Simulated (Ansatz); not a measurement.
C2H4FN can be A, `C/N=C\F`, or B, `N/C=C\F`.

Gas-phase electronic energies from Ansatz, PBE0-D4/def2-TZVP geometries. CCSD(T)/CBS is the MP2 limit (def2-TZVPP, def2-QZVPP) plus CCSD(T) − MP2 in def2-TZVPP, frozen cores. Double bonds are as drawn, so ΔE can hold a change between cis and trans. Functionals use def2-TZVPP. B3LYP here is the variant with VWN-RPA as its local correlation; programs differ in this. One conformer a species, not always the lowest.

**Question.** Which is lower in electronic energy at CCSD(T)/CBS, and by how much? (Best estimate.)

**Answer.** Computed: A, by 3.6 kcal/mol.

**Question.** Give E(B) − E(A) in kcal/mol with B3LYP-D4, CCSD(T)/def2-TZVPP, B2PLYP, ωB97M-V, MP2/def2-TZVPP, r2SCAN-D4, B3LYP. (Best estimate.)

**Answer.** Computed: B3LYP-D4 3.8, CCSD(T)/def2-TZVPP 5.3, B2PLYP 4.7, ωB97M-V 3.8, MP2/def2-TZVPP 5.3, r2SCAN-D4 4.1, B3LYP 3.9. None reverses the order clearly.

**Question.** Does the order hold for the free energy at 298.15 K (harmonic terms from PBE0-D4)? (Estimate.)

**Answer.** Ansatz gave: Yes: G(B) − G(A) = +4.4 kcal/mol, for one conformer each.

Largest T1 diagnostic: 0.013.

From BLYP to BHLYP (50 % exact exchange), in def2-TZVPP and without D4, E(B) − E(A) moves by −1.0 kcal/mol. Leaving LDA and LC-ωPBE aside and taking each functional with its dispersion term where it has one, the values, not all of them listed here, spread over 1.5 kcal/mol, from HSE06-D4 to ωB97X-V. LDA lies −2.2 kcal/mol from PBE without D4.
